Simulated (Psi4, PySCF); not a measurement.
Internal rotation in SMILES C#CCC=O. Scanned: dihedral C2–C3–C4–O5; all other coordinates were relaxed at GFN2-xTB. Points at φ and −φ are mirror images. Heavy atoms are numbered in the order of the SMILES C#CCC=O, hydrogens after them in the order of the atoms that carry them; the mirror image has the same energies with the sign of each dihedral reversed.

Methods: HF/cc-pVTZ // GFN2-xTB (Psi4); B3LYP/def2-TZVP // GFN2-xTB (Psi4); RKS-B3LYP/LANL2DZ = restricted B3LYP/LANL2DZ // GFN2-xTB (PySCF 2.14.0).

Energies in kJ/mol, each method relative to its own lowest point.

```
φ / °  HF/cc-pVTZ  B3LYP/def2-TZVP  RKS-B3LYP/LANL2DZ
-----  ----------  ---------------  -----------------
-165          0.9              0.6                0.1
-150          0.1              0.0                0.0
-135          0.0              0.0                0.6
-120          1.4              1.3                2.5
-105          4.6              3.9                5.8
-90           9.0              7.7                9.9
-75          12.6             11.1               13.2
-60          13.9             12.5               14.0
-45          12.5             11.1               12.4
-30           9.5              8.0                9.3
-15           6.7              5.2                6.6
0             5.6              4.0                5.5
15            6.7              5.2                6.6
30            9.5              8.0                9.3
45           12.5             11.1               12.4
60           13.9             12.5               14.0
75           12.6             11.1               13.2
90            9.0              7.7                9.9
105           4.6              3.9                5.8
120           1.4              1.3                2.5
135           0.0              0.0                0.6
150           0.1              0.0                0.0
165           0.9              0.6                0.1
180           1.4              0.9                0.3
```
